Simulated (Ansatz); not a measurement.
**Structure optimisation: rhodium, fcc**

The calculation used DFT, PBEsol, plane waves (420 eV) with PAW, scalar-relativistic in Ansatz. The PAW files were generated under PBE, with cores re-solved for the functional.

k-point mesh 14×14×14, Fermi-Dirac smearing 0.1 eV, no spin polarisation. Cell and atoms relax.

Starting structure:

```
Rh
1.0
     0.00000    1.90155    1.90155
     1.90155    0.00000    1.90155
     1.90155    1.90155    0.00000
Rh
1
Direct
  0.00000 0.00000 0.00000
```

Q: The pressure at the start is -4.7 GPa. By how much does the volume change?

A: From 13.75 to 13.52 Å³ per atom, -1.7 %. The final cell has a = 3.782 Å.

Q: How much energy does the relaxation gain?

A: 3.5 meV per atom.
